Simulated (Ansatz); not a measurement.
Born–Oppenheimer molecular dynamics of BH2O2 (5 atoms, charge -1, multiplicity 1). It starts from a relaxed structure.

All numbers below come from UKS BHLYP-D4/def2-SVP (Ansatz).

```yaml
ensemble: NVT, Nosé–Hoover chain
time_step: 0.5 fs
steps_asked: 150
set_temperature: 700 K
thermostat: time constant 100 fs, chain length 3
seed: 751402
```

First frame:

```xyz
5
Properties=species:S:1:pos:R:3
O -0.101 -1.395 -0.285
B -0.347 -0.150 -0.193
O 0.536 0.811 0.394
H -1.376 0.449 -0.583
H 1.287 0.285 0.666
```

(1) How far do the bonds stretch over the last three quarters of this one trajectory? (Pairs bonded in most of those frames.)

## Answers

(1) 
```json
{"bond": "O1–B2", "mean (Å)": "1.271", "spread (Å)": "0.006", "shortest": "1.26", "longest": "1.28"}
{"bond": "B2–O3", "mean (Å)": "1.434", "spread (Å)": "0.048", "shortest": "1.36", "longest": "1.52"}
{"bond": "B2–H4", "mean (Å)": "1.258", "spread (Å)": "0.021", "shortest": "1.22", "longest": "1.29"}
{"bond": "O3–H5", "mean (Å)": "0.960", "spread (Å)": "0.029", "shortest": "0.92", "longest": "1.00"}
```

Mean temperature of the second half: 382 K. The conserved energy stayed within 0.39 meV per atom of its start (net change 0.24 meV per atom), so the integration is sound. The mean temperature of the second half is 45 % below the set value. A run of 0.075 ps of so small a system gives no equilibrium averages. Limits of this set-up: an anion without diffuse functions, the dipole of an ion depends on the origin.

Time of the run: 2.3 min on 1 thread of Intel(R) Xeon(R) 6975P-C (Granite Rapids) (shared host), peak memory 0.13 GiB.
